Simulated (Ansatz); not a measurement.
# CF₂ (triplet): the correlation ladder, cc-pVDZ

How much of the correlation energy of CF₂ (triplet) does each wave-function method recover here?

Method: cc-pVDZ, core rule «outside noble gas», up to 3 orbitals frozen; program: Ansatz 0.2.0, Gaussian basis.

The runs, in order: UHF; CCSD(T) on ROHF; CCSD(T) on UHF; BCCD(T) on ROHF; CISD; CCSDT(Q) on ROHF; CCSDT(Q) on UHF; CASSCF and MRCISD+Q, 14 electrons in 10 orbitals; CASSCF and MRCISD+Q(relaxed), 14 electrons in 10 orbitals; CASSCF and NEVPT2, 14 electrons in 10 orbitals.

25 further runs of the same task are left out: 10 that didn't finish, 15 set aside as unsound or not needed.

## Step 1: The geometry

The geometry is a PBE0/def2-TZVP stationary point (not a proven minimum).

3 atoms, charge 0, spin multiplicity 3.

Atoms are counted from 1 here; the program's logs count them from 0.

Bond lengths: C1–F2 1.309 Å, C1–F3 1.309 Å. Angles: F2–C1–F3 119.5°.

## Step 2: UHF

Contents of in.yaml:

```yaml
crystal:
  periodic: [false, false, false]
  atoms:
    - {symbol: C, position_ang: [0.000000, -0.500907, 0.000000]}
    - {symbol: F, position_ang: [0.000000, 0.158336, -1.130366]}
    - {symbol: F, position_ang: [0.000000, 0.158336, 1.130366]}
basis:
  gaussian: {orbitals: cc-pVDZ}
magnetization: {spin_polarized: true, initial_magnetization: 2}
hamiltonian: {xc: hf}
output: {orbitals: {seedname: orbitals}}
```

Launch:

```
$ ansatz run in.yaml --threads 1 --pin off --events-out ev --progress --plain --max-ram 2393MiB
```

The runs that follow: CCSD(T) on ROHF; CCSD(T) on UHF; BCCD(T) on ROHF; CISD; CCSDT(Q) on ROHF; CCSDT(Q) on UHF; CASSCF and MRCISD+Q, 14 electrons in 10 orbitals; CASSCF and MRCISD+Q(relaxed), 14 electrons in 10 orbitals; CASSCF and NEVPT2, 14 electrons in 10 orbitals.

Q: Predict the results of all the runs planned. Wanted: UCCSDT(Q) below the RHF energy; RMP2 from UCCSDT(Q); UMP2 from UCCSDT(Q); RCCSD from UCCSDT(Q); RCCSD(T) from UCCSDT(Q); UCCSD(T) from UCCSDT(Q); RCCSDT(Q) from UCCSDT(Q); NEVPT2 valence from UCCSDT(Q); MRCISD+Q valence from UCCSDT(Q).

**Answer**, as computed:

```
                                quantity                               value
          UCCSDT(Q) below the RHF energy                         -13.0389 eV
                     RMP2 from UCCSDT(Q)                          +638.2 meV
                     UMP2 from UCCSDT(Q)                          +633.5 meV
                    RCCSD from UCCSDT(Q)                          +294.5 meV
                 RCCSD(T) from UCCSDT(Q)                           +47.1 meV
                 UCCSD(T) from UCCSDT(Q)                           +46.8 meV
                RCCSDT(Q) from UCCSDT(Q)                            +4.5 meV
           NEVPT2 valence from UCCSDT(Q)                         +1154.4 meV
         MRCISD+Q valence from UCCSDT(Q)                          +144.8 meV
MRCISD+Q(relaxed) valence from UCCSDT(Q)                           +89.5 meV
       levels within 1 kcal/mol (43 meV)  BCCD(T), RCCSDT, UCCSDT, RCCSDT(Q)
                           T1 diagnostic                               0.021
          effectively unpaired electrons                                2.01
```

What this shows: RCCSD(T) misses by +47.1 meV, 0.4 % of the correlation energy. One determinant dominates. Of the multireference levels listed MRCISD+Q(relaxed) valence comes nearest in total energy (+89.5 meV), which doesn't show that its space is the better one. These misses are within one basis, not against nature; the frozen cores of restricted and unrestricted runs differ, which can shift their rows.
